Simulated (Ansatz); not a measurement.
Reaction (SMILES): [SiH3] (SiH3) → 3 H atom + Si atom
B3LYP-D3(BJ)/def2-TZVP geometries, fixed; electronic energies without zero-point terms.

Basis-set convergence of the atomisation energy at MP2 with Ansatz (a quantum-chemistry and plane-wave program). Cartesian d functions, on some or all atoms, in 6-31G*; all else is spherical. Cores are frozen. Open shells are unrestricted. No added dispersion term, no relativity. Functions are those of the species that has most. Reference: Hartree-Fock in aug-cc-pV(Q+d)Z plus the correlation part extrapolated as X^-3 from aug-cc-pV(T+d)Z and aug-cc-pV(Q+d)Z, 223.22 kcal/mol, itself unsure by roughly 0.80 kcal/mol (a third of the extrapolation step and of the last Hartree-Fock step). Deviations are taken from unrounded values.

```csv
basis,functions,atomisation energy (kcal/mol),minus reference (kcal/mol)
STO-3G,12,271.96,48.74
6-31G,19,174.21,-49.00
def2-SV(P),24,190.13,-33.08
6-31G*,25,193.14,-30.07
def2-SVP,33,209.10,-14.12
cc-pV(D+d)Z,38,207.70,-15.51
aug-pcseg-1,54,209.61,-13.60
"6-311++G(2d,2p)",65,213.20,-10.02
def2-TZVPD,70,213.22,-10.00
def2-TZVPPD,99,218.43,-4.79
"6-311++G(3df,3pd)",101,218.60,-4.62
aug-pcseg-2,119,220.08,-3.14
def2-QZVPP,160,221.07,-2.14
```
